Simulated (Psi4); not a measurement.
Psi4 input (wB97X-D/6-31G*):

```
memory 1500 MB

molecule {
0 2
O     0.02055575    1.37954633   -0.01097938
C    -0.01134845    0.01890589    0.22432295
H     0.91976598    1.70434922    0.11067332
C    -1.34682762   -0.56808966   -0.05151891
C     1.23987973   -0.74032850   -0.04973274
H    -1.55796574   -0.61643837   -1.13244864
H     1.46139415   -0.79556071   -1.12918124
H    -2.13554147    0.03305249    0.40408140
H     2.10665427   -0.27840017    0.43425102
H    -1.41082895   -1.58326961    0.34158965
H     1.16185374   -1.76302978    0.32044181
symmetry c1
no_reorient
no_com
}

set {
  basis 6-31G*
  reference uks
  scf_type pk
  dft_radial_points 99
  dft_spherical_points 590
  e_convergence 1e-8
  d_convergence 1e-7
  maxiter 150
}

e = energy('wb97x-d')
print_out(f'\nFINAL {e:.10f} DIPOLE {variable("CURRENT DIPOLE")[0]:.6f} {variable("CURRENT DIPOLE")[1]:.6f} {variable("CURRENT DIPOLE")[2]:.6f}\n')
```

Question: What final total energy does it give?

Answer: -193.63523 Eh.
